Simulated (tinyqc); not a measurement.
Inside a calculation. Method: coupled-perturbed Hartree-Fock on RHF in the sto-6g basis, for BH2+, spin multiplicity 1. One step of it, computed by the program tinyqc.

Task: Response to a field: uncoupled start. Field along z; U_ai = -mu_ai / (e_a - e_i), alpha = -4 sum U_ai mu_ai.

orbital energies (hartree): MO1 -8.048119, MO2 -0.981723, MO3 -0.829713, MO4 -0.250404, MO5 -0.174331, MO6 0.265850, MO7 0.290156

dipole integrals <a|z|i> (bohr):
```
          i1         i2         i3
a4  0.095500   0.850087   0.000000
a5  0.000000   0.000000   0.000000
a6  0.067083  -0.136268   0.000000
a7  0.000000   0.000000  -0.740454
```

Give: uncoupled U; uncoupled polarisability.

Result:

uncoupled U:
```
         i1       i2      i3
a4  -0.0122  -1.1624  0.0000
a5   0.0000   0.0000  0.0000
a6  -0.0081   0.1092  0.0000
a7   0.0000   0.0000  0.6612
```

uncoupled polarisability = 5.9773 bohr^3
